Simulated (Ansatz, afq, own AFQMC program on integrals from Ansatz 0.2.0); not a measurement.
## CH3⁺, singlet → CH₃, doublet

```tsv
atom	x (Å)	y (Å)	z (Å)
C	0.0000	0.0000	0.0000
H	1.0932	0.0139	-0.0002
H	-0.5586	0.9397	-0.0028
H	-0.5345	-0.9536	0.0030
```

E(doublet, charge +0) − E(singlet, charge +1) at this geometry, on RHF and UHF determinants.

Basis aug-cc-pVDZ. Noble-gas cores (and the filled d shells of Ga–Kr and In–Xe) are frozen. Integrals, coupled cluster, full CI and functionals: Ansatz 0.2.0; the random walks run on the same integrals in our own AFQMC program. ph-AFQMC/CISD is guided by a CISD state made of CCSD amplitudes; releasing the constraint for a short imaginary time cuts its bias at the price of noise, slowly where states lie close. Error bars are statistical, one sigma. The errors of all members are added in quadrature.

No full CI on the walks' own integrals is used here; CCSDT(Q) serves as the reference and is uncertain by about the last step of the cluster series. Each member takes its own surest rung, up to full CI.

The best estimate is CCSD(T) at the basis-set limit (CBS: def2-TZVPP and def2-QZVPP, with their diffuse functions for anions and beside diffuse sets, CCSD(T) itself extrapolated) plus the step from CCSD(T) to CCSDT(Q) in aug-cc-pVDZ. Rows without CBS are in aug-cc-pVDZ, the functionals in def2-TZVP; B2PLYP and the wave-function rows carry a basis error of their own. Core correlation and relativity beyond core potentials are missing, and ± holds the sampling alone.

| level | vertical energy of electron attachment (kcal/mol) |
| --- | --- |
| PBE0 | -229.3 |
| B2PLYP | -224.6 |
| MP2 | -221.6 |

Task: From these cheaper values, estimate the vertical energy of electron attachment at the level of the best estimate.

Result: -225.4 kcal/mol (best estimate, highest rung CCSDT(Q)).

```tsv
level	vertical energy of electron attachment (kcal/mol)	error against the best estimate (kcal/mol)
HF	-206.4	18.9
CCSD	-221.3	4.1
CCSD(T)	-222.1	3.3
CCSDT	-222.2	3.2
CCSDT(Q)	-222.2	3.2
ph-AFQMC/CISD	-222.0 ± 0.2	3.4 ± 0.2
released AFQMC	-222.3 ± 0.2	3.0 ± 0.2
HF/CBS	-206.8	18.5
MP2/CBS	-224.8	0.6
CCSD(T)/CBS	-225.2	0.1
PBE	-230.5	-5.2
r2SCAN	-232.9	-7.6
B3LYP	-228.1	-2.8
wB97M-V	-223.3	2.1
```

Correlation beyond CCSD(T) takes off 0.1 kcal/mol. Going to the basis-set limit takes off 3.2 kcal/mol at CCSD(T). The perturbative (T) step is worth −0.8 kcal/mol. The functionals spread over 9.6 kcal/mol; B2PLYP comes nearest and r2SCAN is 7.6 kcal/mol too low.

Best estimates are given only where the step beyond CCSD(T) is under 0.3 eV and no member's determinant is very poor (T1 over 0.05, or 0.07 for open shells, ⟨S²⟩ too high by 0.3, two states mixed), so the hardest cases are missing from such tables.

The functionals ran in a triple-zeta set and keep a basis error of their own, a few kJ/mol for each bond in atomization energies and more for double hybrids, so close places among them and the extrapolated levels can swap.

CCSDT and higher add their correlation energy to the determinant of the CCSD(T) run, since their own runs factorise the integrals more tightly (a shift of under 2 meV). Each member of a difference takes its own highest rung, so a best estimate needn't equal the limit plus the step of one row. A walk keeps the symmetry of its determinant, which the program's search chose and which needn't be the lowest solution, so a lower state of the same spin and another symmetry isn't excluded. Released energies are given only where the last usable release times agree within the noise; a slower fall can still hide under it.
